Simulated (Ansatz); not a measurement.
Harmonic vibrations of C$_{2}$H$_{7}$PS (`CCSP`) by finite differences.

```yaml
crystal:
  periodic: [false, false, false]
  atoms:
    - {symbol: C, position_ang: [0.747495, 1.674588, 0.382742]}
    - {symbol: C, position_ang: [0.210723, 0.486233, -0.388323]}
    - {symbol: S, position_ang: [-0.330801, -0.787605, 0.797081]}
    - {symbol: P, position_ang: [-0.978883, -2.267568, -0.550103]}
    - {symbol: H, position_ang: [-0.018155, 2.102209, 1.033643]}
    - {symbol: H, position_ang: [1.076996, 2.452317, -0.310082]}
    - {symbol: H, position_ang: [1.599284, 1.390346, 1.004320]}
    - {symbol: H, position_ang: [0.979169, 0.060302, -1.035281]}
    - {symbol: H, position_ang: [-0.639674, 0.774415, -1.008267]}
    - {symbol: H, position_ang: [-2.235988, -2.556237, 0.043214]}
    - {symbol: H, position_ang: [-0.344864, -3.386101, 0.051657]}
basis:
  gaussian: {orbitals: def2-TZVP}
hamiltonian: {xc: pbe0, dispersion: d4}
phonons: {temperatures: {t_min: 298.15, t_max: 900, t_step: 200}}
```

```sh
$ ansatz run in.yaml --threads 4 --pin off --events-out ev --progress --plain --max-ram 10444MiB
```

It prints (some lines left out):

```
Functional definition: PBE0
mean field -22304.04373055 eV, -819.6584888738 hartree, gradient 1.2e-5 eV, S^2 0.000000; 0 other end points of the search recorded, 0 dependent functions left out
mean field -22304.04357267 eV, -819.6584830718 hartree, gradient 1.8e-6 eV, S^2 0.000000; 0 other end points of the search recorded, 0 dependent functions left out
mean field -22304.04354797 eV, -819.6584821641 hartree, gradient 1.8e-6 eV, S^2 0.000000; 0 other end points of the search recorded, 0 dependent functions left out
mean field -22304.04360406 eV, -819.6584842253 hartree, gradient 1.8e-6 eV, S^2 0.000000; 0 other end points of the search recorded, 0 dependent functions left out
mean field -22304.04354533 eV, -819.6584820671 hartree, gradient 1.8e-6 eV, S^2 0.000000; 0 other end points of the search recorded, 0 dependent functions left out
mean field -22304.04357026 eV, -819.6584829832 hartree, gradient 1.8e-6 eV, S^2 0.000000; 0 other end points of the search recorded, 0 dependent functions left out
mean field -22304.04355616 eV, -819.6584824652 hartree, gradient 1.8e-6 eV, S^2 0.000000; 0 other end points of the search recorded, 0 dependent functions left out
mean field -22304.04357183 eV, -819.6584830411 hartree, gradient 1.8e-6 eV, S^2 0.000000; 0 other end points of the search recorded, 0 dependent functions left out
mean field -22304.04355904 eV, -819.6584825710 hartree, gradient 1.8e-6 eV, S^2 0.000000; 0 other end points of the search recorded, 0 dependent functions left out
mean field -22304.04362048 eV, -819.6584848289 hartree, gradient 1.8e-6 eV, S^2 0.000000; 0 other end points of the search recorded, 0 dependent functions left out
mean field -22304.04359550 eV, -819.6584839109 hartree, gradient 1.8e-6 eV, S^2 0.000000; 0 other end points of the search recorded, 0 dependent functions left out
mean field -22304.04357828 eV, -819.6584832782 hartree, gradient 1.8e-6 eV, S^2 0.000000; 0 other end points of the search recorded, 0 dependent functions left out
mean field -22304.04358791 eV, -819.6584836320 hartree, gradient 1.8e-6 eV, S^2 0.000000; 0 other end points of the search recorded, 0 dependent functions left out
mean field -22304.04370387 eV, -819.6584878935 hartree, gradient 1.8e-6 eV, S^2 0.000000; 0 other end points of the search recorded, 0 dependent functions left out
mean field -22304.04372130 eV, -819.6584885339 hartree, gradient 1.8e-6 eV, S^2 0.000000; 0 other end points of the search recorded, 0 dependent functions left out
mean field -22304.04365237 eV, -819.6584860009 hartree, gradient 1.8e-6 eV, S^2 0.000000; 0 other end points of the search recorded, 0 dependent functions left out
mean field -22304.04369275 eV, -819.6584874847 hartree, gradient 1.8e-6 eV, S^2 0.000000; 0 other end points of the search recorded, 0 dependent functions left out
mean field -22304.04367978 eV, -819.6584870080 hartree, gradient 1.8e-6 eV, S^2 0.000000; 0 other end points of the search recorded, 0 dependent functions left out
mean field -22304.04366185 eV, -819.6584863490 hartree, gradient 1.8e-6 eV, S^2 0.000000; 0 other end points of the search recorded, 0 dependent functions left out
mean field -22304.04363492 eV, -819.6584853595 hartree, gradient 1.8e-6 eV, S^2 0.000000; 0 other end points of the search recorded, 0 dependent functions left out
mean field -22304.04367422 eV, -819.6584868037 hartree, gradient 1.8e-6 eV, S^2 0.000000; 0 other end points of the search recorded, 0 dependent functions left out
mean field -22304.04361251 eV, -819.6584845360 hartree, gradient 1.8e-6 eV, S^2 0.000000; 0 other end points of the search recorded, 0 dependent functions left out
mean field -22304.04369950 eV, -819.6584877330 hartree, gradient 1.8e-6 eV, S^2 0.000000; 0 other end points of the search recorded, 0 dependent functions left out
mean field -22304.04366952 eV, -819.6584866312 hartree, gradient 1.8e-6 eV, S^2 0.000000; 0 other end points of the search recorded, 0 dependent functions left out
mean field -22304.04367816 eV, -819.6584869485 hartree, gradient 1.8e-6 eV, S^2 0.000000; 0 other end points of the search recorded, 0 dependent functions left out
mean field -22304.04367136 eV, -819.6584866985 hartree, gradient 1.8e-6 eV, S^2 0.000000; 0 other end points of the search recorded, 0 dependent functions left out
mean field -22304.04367117 eV, -819.6584866918 hartree, gradient 1.8e-6 eV, S^2 0.000000; 0 other end points of the search recorded, 0 dependent functions left out
mean field -22304.04370743 eV, -819.6584880242 hartree, gradient 1.8e-6 eV, S^2 0.000000; 0 other end points of the search recorded, 0 dependent functions left out
mean field -22304.04369694 eV, -819.6584876388 hartree, gradient 1.8e-6 eV, S^2 0.000000; 0 other end points of the search recorded, 0 dependent functions left out
mean field -22304.04368331 eV, -819.6584871379 hartree, gradient 1.8e-6 eV, S^2 0.000000; 0 other end points of the search recorded, 0 dependent functions left out
mean field -22304.04368626 eV, -819.6584872462 hartree, gradient 1.8e-6 eV, S^2 0.000000; 0 other end points of the search recorded, 0 dependent functions left out
mean field -22304.04371452 eV, -819.6584882848 hartree, gradient 1.8e-6 eV, S^2 0.000000; 0 other end points of the search recorded, 0 dependent functions left out
mean field -22304.04370307 eV, -819.6584878639 hartree, gradient 1.8e-6 eV, S^2 0.000000; 0 other end points of the search recorded, 0 dependent functions left out
mean field -22304.04368480 eV, -819.6584871927 hartree, gradient 1.8e-6 eV, S^2 0.000000; 0 other end points of the search recorded, 0 dependent functions left out
mean field -22304.04365755 eV, -819.6584861910 hartree, gradient 1.8e-6 eV, S^2 0.000000; 0 other end points of the search recorded, 0 dependent functions left out
mean field -22304.04367703 eV, -819.6584869069 hartree, gradient 1.8e-6 eV, S^2 0.000000; 0 other end points of the search recorded, 0 dependent functions left out
mean field -22304.04368179 eV, -819.6584870820 hartree, gradient 1.8e-6 eV, S^2 0.000000; 0 other end points of the search recorded, 0 dependent functions left out
mean field -22304.04366481 eV, -819.6584864581 hartree, gradient 1.8e-6 eV, S^2 0.000000; 0 other end points of the search recorded, 0 dependent functions left out
mean field -22304.04365872 eV, -819.6584862342 hartree, gradient 1.8e-6 eV, S^2 0.000000; 0 other end points of the search recorded, 0 dependent functions left out
mean field -22304.04371249 eV, -819.6584882101 hartree, gradient 1.8e-6 eV, S^2 0.000000; 0 other end points of the search recorded, 0 dependent functions left out
mean field -22304.04370527 eV, -819.6584879449 hartree, gradient 1.8e-6 eV, S^2 0.000000; 0 other end points of the search recorded, 0 dependent functions left out
mean field -22304.04368656 eV, -819.6584872572 hartree, gradient 1.8e-6 eV, S^2 0.000000; 0 other end points of the search recorded, 0 dependent functions left out
mean field -22304.04368858 eV, -819.6584873316 hartree, gradient 1.8e-6 eV, S^2 0.000000; 0 other end points of the search recorded, 0 dependent functions left out
mean field -22304.04367552 eV, -819.6584868517 hartree, gradient 1.8e-6 eV, S^2 0.000000; 0 other end points of the search recorded, 0 dependent functions left out
mean field -22304.04366665 eV, -819.6584865256 hartree, gradient 1.8e-6 eV, S^2 0.000000; 0 other end points of the search recorded, 0 dependent functions left out
mean field -22304.04370530 eV, -819.6584879459 hartree, gradient 1.8e-6 eV, S^2 0.000000; 0 other end points of the search recorded, 0 dependent functions left out
mean field -22304.04369595 eV, -819.6584876023 hartree, gradient 1.8e-6 eV, S^2 0.000000; 0 other end points of the search recorded, 0 dependent functions left out
mean field -22304.04368587 eV, -819.6584872318 hartree, gradient 1.8e-6 eV, S^2 0.000000; 0 other end points of the search recorded, 0 dependent functions left out
mean field -22304.04368594 eV, -819.6584872346 hartree, gradient 1.8e-6 eV, S^2 0.000000; 0 other end points of the search recorded, 0 dependent functions left out
mean field -22304.04366137 eV, -819.6584863315 hartree, gradient 1.8e-6 eV, S^2 0.000000; 0 other end points of the search recorded, 0 dependent functions left out
mean field -22304.04365902 eV, -819.6584862452 hartree, gradient 1.8e-6 eV, S^2 0.000000; 0 other end points of the search recorded, 0 dependent functions left out
mean field -22304.04371491 eV, -819.6584882992 hartree, gradient 1.8e-6 eV, S^2 0.000000; 0 other end points of the search recorded, 0 dependent functions left out
mean field -22304.04370314 eV, -819.6584878664 hartree, gradient 1.8e-6 eV, S^2 0.000000; 0 other end points of the search recorded, 0 dependent functions left out
mean field -22304.04368819 eV, -819.6584873171 hartree, gradient 1.8e-6 eV, S^2 0.000000; 0 other end points of the search recorded, 0 dependent functions left out
mean field -22304.04368865 eV, -819.6584873340 hartree, gradient 1.8e-6 eV, S^2 0.000000; 0 other end points of the search recorded, 0 dependent functions left out
mean field -22304.04367429 eV, -819.6584868063 hartree, gradient 1.8e-6 eV, S^2 0.000000; 0 other end points of the search recorded, 0 dependent functions left out
mean field -22304.04368151 eV, -819.6584870716 hartree, gradient 1.8e-6 eV, S^2 0.000000; 0 other end points of the search recorded, 0 dependent functions left out
mean field -22304.04371485 eV, -819.6584882971 hartree, gradient 1.8e-6 eV, S^2 0.000000; 0 other end points of the search recorded, 0 dependent functions left out
mean field -22304.04372530 eV, -819.6584886809 hartree, gradient 1.8e-6 eV, S^2 0.000000; 0 other end points of the search recorded, 0 dependent functions left out
mean field -22304.04371499 eV, -819.6584883020 hartree, gradient 1.8e-6 eV, S^2 0.000000; 0 other end points of the search recorded, 0 dependent functions left out
mean field -22304.04371437 eV, -819.6584882793 hartree, gradient 1.8e-6 eV, S^2 0.000000; 0 other end points of the search recorded, 0 dependent functions left out
mean field -22304.04370891 eV, -819.6584880788 hartree, gradient 1.8e-6 eV, S^2 0.000000; 0 other end points of the search recorded, 0 dependent functions left out
mean field -22304.04371142 eV, -819.6584881709 hartree, gradient 1.8e-6 eV, S^2 0.000000; 0 other end points of the search recorded, 0 dependent functions left out
mean field -22304.04368204 eV, -819.6584870910 hartree, gradient 1.8e-6 eV, S^2 0.000000; 0 other end points of the search recorded, 0 dependent functions left out
mean field -22304.04369401 eV, -819.6584875309 hartree, gradient 1.8e-6 eV, S^2 0.000000; 0 other end points of the search recorded, 0 dependent functions left out
mean field -22304.04371239 eV, -819.6584882064 hartree, gradient 1.8e-6 eV, S^2 0.000000; 0 other end points of the search recorded, 0 dependent functions left out
mean field -22304.04371643 eV, -819.6584883550 hartree, gradient 1.8e-6 eV, S^2 0.000000; 0 other end points of the search recorded, 0 dependent functions left out
Total energy: -22304.24346308 eV, -819.6658289089 hartree
Atom 0 at     0.747495     1.674588     0.382742 Å, force    -0.000084     0.000275     0.001084 eV/Å
Atom 1 at     0.210723     0.486233    -0.388323 Å, force    -0.000072    -0.001106     0.001411 eV/Å
Atom 2 at    -0.330801    -0.787605     0.797081 Å, force    -0.000677    -0.001632    -0.000577 eV/Å
Atom 3 at    -0.978883    -2.267568    -0.550103 Å, force     0.000138     0.001141     0.000519 eV/Å
Atom 4 at    -0.018155     2.102209     1.033643 Å, force    -0.000746    -0.000441    -0.001147 eV/Å
Atom 5 at     1.076996     2.452317    -0.310082 Å, force     0.000950     0.002312    -0.000648 eV/Å
Atom 6 at     1.599284     1.390346     1.004320 Å, force    -0.000190    -0.000912    -0.000952 eV/Å
Atom 7 at     0.979169     0.060302    -1.035281 Å, force     0.000426     0.000218     0.000065 eV/Å
Atom 8 at    -0.639674     0.774415    -1.008267 Å, force     0.000243     0.000260    -0.000026 eV/Å
Atom 9 at    -2.235988    -2.556237     0.043214 Å, force     0.000093    -0.000145     0.000603 eV/Å
Atom 10 at    -0.344864    -3.386101     0.051657 Å, force    -0.000081     0.000029    -0.000333 eV/Å
Dipole moment:     0.049256     0.119149    -0.134741 e Å
Vibrations: 47.54 106.86 167.35 243.61 317.12 522.79 683.84 783.44 802.07 804.77 1004.42 1043.41 1080.95 1130.54 1263.68 1289.39 1403.70 1477.66 1482.20 1493.57 2399.89 2404.51 3053.13 3073.49 3117.10 3129.39 3141.18 cm⁻¹, zero-point energy 2.322696 eV
```

It took 2.2 min on 4 threads of an Arm Neoverse V1 on a shared host, with 0.47 GiB of host memory at the peak.
